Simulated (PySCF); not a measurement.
Energy landscape of H4Si, singlet: flattening of a tetrahedron along the D2d path, bond length relaxed. Scanned: the two opposite H-Si-H angles (109.47 = tetrahedral, 180 = square planar). Other coordinates (Si-H bond length) were minimised at B3LYP/def2-TZVP.

Computed with: PBE/cc-pVTZ (PySCF); B3LYP/cc-pVTZ (PySCF); CCSD(T) on RHF/cc-pVTZ, 5 core orbitals frozen (PySCF).

Energies relative to the lowest point of each profile, in eV; the last columns give the difference from CCSD(T):

| a / ° | PBE | B3LYP | CCSD(T) | PBE − CCSD(T) | B3LYP − CCSD(T) |
|---|---|---|---|---|---|
| 90 | 0.454 | 0.485 | 0.492 | -0.038 | -0.007 |
| 95 | 0.246 | 0.262 | 0.267 | -0.021 | -0.004 |
| 100 | 0.103 | 0.110 | 0.112 | -0.009 | -0.002 |
| 105 | 0.022 | 0.024 | 0.024 | -0.002 | 0.000 |
| 109.47 | 0.000 | 0.000 | 0.000 | 0.000 | 0.000 |
| 115 | 0.034 | 0.035 | 0.036 | -0.002 | -0.001 |
| 120 | 0.119 | 0.126 | 0.128 | -0.009 | -0.002 |
| 130 | 0.435 | 0.461 | 0.467 | -0.032 | -0.006 |
| 140 | 0.932 | 0.983 | 0.995 | -0.064 | -0.012 |
| 150 | 1.588 | 1.668 | 1.687 | -0.099 | -0.019 |
| 160 | 2.376 | 2.478 | 2.504 | -0.128 | -0.026 |
| 170 | 3.232 | 3.332 | 3.370 | -0.138 | -0.038 |

PBE is furthest from CCSD(T) at 170 (-0.138 eV, below); its mean absolute difference over the points is 0.045 eV.

B3LYP is furthest from CCSD(T) at 170 (-0.038 eV, below); its mean absolute difference over the points is 0.010 eV.
